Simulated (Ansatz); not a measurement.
This geometry of CH4AlS (7 atoms, charge -1, multiplicity 1) is a first-order saddle point.

Theory: Ansatz, RKS CAM-B3LYP-D4/def2-SVP.

```xyz
7
Properties=species:S:1:pos:R:3
C -0.715 0.572 -0.978
Al -0.135 0.095 0.691
S 1.632 -1.272 1.097
H -1.611 0.108 -1.423
H -0.512 1.562 -1.416
H -0.565 0.383 2.241
H 1.905 -1.449 -0.213
```

Which two structures does it join? (They come from a converged band through this point; their orientation in space is the band's.)

No bond is made or broken.  The two ends are copies of one structure, up to a mirror image or an exchange of like atoms.

Image 0:

```xyz
7
Properties=species:S:1:pos:R:3
C -0.792 0.543 -0.906
Al -0.182 0.043 0.730
S 1.752 -1.118 1.106
H -1.730 1.101 -1.044
H -0.294 0.337 -1.865
H -0.838 0.301 2.179
H 2.085 -1.207 -0.199
```

Image 6:

```xyz
7
Properties=species:S:1:pos:R:3
C -0.794 0.542 -0.907
Al -0.180 0.042 0.727
S 1.747 -1.127 1.106
H -0.305 0.332 -1.870
H -1.728 1.110 -1.039
H -0.833 0.307 2.178
H 2.093 -1.207 -0.196
```

How far does it lie above each of them?

17.5 kcal/mol above the first and 17.5 kcal/mol above the second. This is the barrier of this one path; another mechanism may lie lower. Limits of this set-up: an anion without diffuse functions.

Time of the run: 81 s on 2 threads of AMD EPYC 7R13 Processor (Zen 3) (shared host), peak memory 0.17 GiB.
